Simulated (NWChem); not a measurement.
System: Li₂; SMILES [Li][Li]

Here is an NWChem input.

```
start job
memory heap 200 mb stack 900 mb global 1100 mb
geometry units angstroms noautoz
  Li     0.000000     0.000000    -1.393559
  Li     0.000000     0.000000     1.393559
end
basis spherical
  * library aug-cc-pvtz
end
dft
  xc b3lyp
  iterations 150
  mulliken
end
task dft energy
```

All runs use the structure optimised with PBE0/def2-SVP. B3LYP is NWChem's, with the RPA form of VWN correlation.

Task: What results follow from this input? (B3LYP/aug-cc-pVTZ.) Quantities: basis functions; energy (Ha); highest occupied level (eV); orbital gap (eV).

Result: 
```json
{
  "number_of_basis_functions": "92",
  "energy (Ha)": "-15.02",
  "highest occupied level (eV)": "-3.62",
  "orbital gap (eV)": "2.14"
}
```
